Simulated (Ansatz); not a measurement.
## BaCeO₃ (Pnma, No. 62)

The numbers are results of LDA (plane waves, PAW; Ansatz, a program for electronic structure), not measurements.

Settings: plane-wave cutoff 520 eV, 6×4×6 k mesh (along the axes of the cell as run), Fermi–Dirac smearing 0.01 eV, no spin polarisation, scalar-relativistic PAW data made under PBE.

Cell: relaxed with PBEsol: a = 6.193 Å, b = 8.729 Å, c = 6.196 Å, α = β = γ = 90.00°.

```
Item        Value
--------  -------
band gap  2.22 eV
```

Note: the 4f shell is treated without U or exact exchange, so its levels and filling can be wrong; cell and atoms aren't relaxed at this level (pressure -3.2 GPa).

Spin–orbit coupling is not included.

The computed numbers hold no vibrational or temperature effects.
